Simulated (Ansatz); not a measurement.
Harmonic frequencies (cm⁻¹) at PBE0-D4/def2-TZVPD from Ansatz: 343, 343, 513, 513, 513, 762, 1088, 1088, 1088.

(1) Which molecule is it?
A. `C[S-]`
B. `[OH3+]`
C. `[SiH3+]`
D. `F[B-](F)(F)F`

## Answers

(1) D.
